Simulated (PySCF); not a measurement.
Gas-phase reaction: ethylsilane + CH3SiH + C3H6 (propylene) ⇌ 2 (CH3)3Si

Computed with PySCF and rigid-rotor harmonic-oscillator thermochemistry at 1 bar. † marks an energy on the PBE0/def2-TZVP geometry and frequencies. MP2 and CCSD(T) freeze the core. Open shells (unrestricted): (CH3)3Si (multiplicity 2); the rest are closed-shell singlets. CH3SiH, (CH3)3Si: computed as isolated molecules; such fragments, hydroxides, amides, oligomers or adducts are transient or little studied in the gas. MP2 isn't extrapolated to the basis-set limit. CCSD(T) isn't extrapolated to the basis-set limit.

| level | ΔH°(298 K), kJ |
|---|---|
| BLYP/def2-TZVP† | -106 |
| CCSD(T)/def2-SVP† | ? |
| MP2/def2-SVP† | -135 |
| r2SCAN/def2-TZVP† | ? |
| LDA/def2-TZVP† | -178 |

Question: What belongs in the gaps?

Answer: 
- CCSD(T)/def2-SVP†, ΔH°(298 K), kJ: -96
- r2SCAN/def2-TZVP†, ΔH°(298 K), kJ: -197
